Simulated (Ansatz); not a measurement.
LiH (rock salt): values from a third-order Birch-Murnaghan fit to a volume scan beside measured ones. Computed values: PBE (plane waves to 420 eV, PAW, scalar-relativistic; Ansatz, an electronic-structure program). LiH was relaxed with its symmetry unable to fall.

| quantity | reference | kind |
|---|---|---|
| Lattice constant a (Å) | 3.979 | measured, corrected to the static lattice |
| Bulk modulus B₀ (GPa) | 40.1 | measured, corrected to the static lattice |

References as given in: Daniel Mejia-Rodriguez, S. B. Trickey, Physical Review B (2018), arXiv:1807.09216.

Question: What does PBE give, and how far is that from the reference?

Answer: 
| quantity | PBE | difference |
|---|---|---|
| Lattice constant a (Å) | 4.007 | +0.7 % |
| Bulk modulus B₀ (GPa) | 36.3 | -9.4 % |

PBE overestimates the lattice constant a by 0.7 %. PBE underestimates the bulk modulus B₀ by 9.4 %.

(A scan under strain: stresses follow from slopes of the energy per volume, elastic moduli from its curvatures.)
